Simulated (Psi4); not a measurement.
Process, species as SMILES: C(=C)F → C=[C-]F + H+
B3LYP-D3(BJ)/def2-TZVP geometries, fixed; electronic energies without zero-point terms.

Effect of the treatment of two-electron integrals at B3LYP/cc-pVTZ with Psi4, against the last row, where the deprotonation energy is 405.49 kcal/mol. The proton leaves the site shown, which need not be the most acidic.

| setting | largest shift of a total energy (mEh) | shift of the deprotonation energy (kcal/mol) |
|---|---|---|
| scf_type: df | -0.020 | -0.002 |
| scf_type: cd | -0.075 | 0.001 |
| scf_type: pk | 0.000 | 0.000 |

Within 0.02 kcal/mol in the deprotonation energy: scf_type: df; scf_type: cd. The largest shift is 0.075 mEh in a total energy and 0.002 kcal/mol in the difference.
